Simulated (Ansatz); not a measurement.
# BF₂ (doublet): the correlation ladder, def2-QZVPP

One table from this session's results is given with a row withheld; the runs are named, their logs left out.

Program: Ansatz 0.2.0, Gaussian basis. Level of theory: def2-QZVPP, core rule «outside noble gas», up to 3 orbitals frozen. These are calculated values, not measurements.

To be run: UHF; ROHF; CCSD(T) on UHF.

**The geometry**

The geometry is a PBE0/def2-TZVP stationary point (not a proven minimum) of the parent state, kept for this charge and spin.

3 atoms, charge 0, spin multiplicity 2.

Atoms are counted from 1 here; the program's logs count them from 0.

Bond lengths: B1–F2 1.470 Å, B1–F3 1.470 Å. Angles: F2–B1–F3 82.4°.

Set-up of the first run:

Contents of in.yaml:

```yaml
crystal:
  periodic: [false, false, false]
  atoms:
    - {symbol: B, position_ang: [0.000000, -0.860948, 0.000000]}
    - {symbol: F, position_ang: [0.000000, 0.244960, -0.967951]}
    - {symbol: F, position_ang: [0.000000, 0.244960, 0.967951]}
basis:
  gaussian: {orbitals: "def2-QZVPP.json"}
magnetization: {spin_polarized: true, initial_magnetization: 1}
hamiltonian: {xc: hf}
output: {orbitals: {seedname: orbitals}}
```

Launch:

```console
$ ansatz run in.yaml --threads 1 --pin off --events-out ev --progress --plain --max-ram 2393MiB
```

Among the steps run: UHF; ROHF; CCSD(T) on UHF.

One of the session's tables, all rows but one given; the rest of the session is left out.

It belongs to the step «Misses and costs». 

| method | from UCCSD(T) (kcal/mol) |
| --- | --- |
| ROHF | +409.30 |
| UHF | +408.75 |
| UMP2 | ? |
| UCCSD | +14.47 |
| UCCSD(T) | 0 |

Estimate the missing values for UMP2.

The run gave: from UCCSD(T) (kcal/mol): +11.66. In the column «from UCCSD(T) (kcal/mol)» it lies between UCCSD(T) (0) and UCCSD (+14.47).
